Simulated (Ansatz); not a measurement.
# H5N2: the cost of one run

The runs use Ansatz 0.2.0; UKS r2SCAN-D4/def2-SVP.

## (1) Reference run: N₂H₅ radical, relaxed

Contents of input.yaml:

```yaml
crystal:
  periodic: [false, false, false]
  atoms:
    - { symbol: H, position_ang: [-0.589773, 0.30621, -0.038179] }
    - { symbol: "N", position_ang: [-0.121895, 0.282201, -1.291329] }
    - { symbol: "N", position_ang: [-0.430037, 0.004787, 1.255879] }
    - { symbol: H, position_ang: [0.047988, -0.719818, -1.502373] }
    - { symbol: H, position_ang: [0.835217, 0.679968, -1.24067] }
    - { symbol: H, position_ang: [0.462947, 0.454418, 1.535093] }
    - { symbol: H, position_ang: [-0.204448, -1.007767, 1.281678] }
magnetization:
  spin_polarized: true
  initial_magnetization: 1
basis:
  gaussian: { orbitals: def2-SVP }
hamiltonian:
  xc: r2scan
  dispersion: d4
output:
  forces: true
relax:
  f_tol: 0.02
  max_steps: 120
  constraints: [{ distance: [0, 2] }, { distance: [0, 1] }]
  escape_saddle: false
```

Command:

```console
$ ansatz run input.yaml --threads 1 --pin off --max-ram 2560MiB --backend cpu --events-out ev --progress --plain --runs-dir out
```

Q: Estimate wall time and peak memory on 1 thread of AMD EPYC 9R45 (Zen 5), shared host.

About 3.7 s, with a peak of 0.15 GiB.
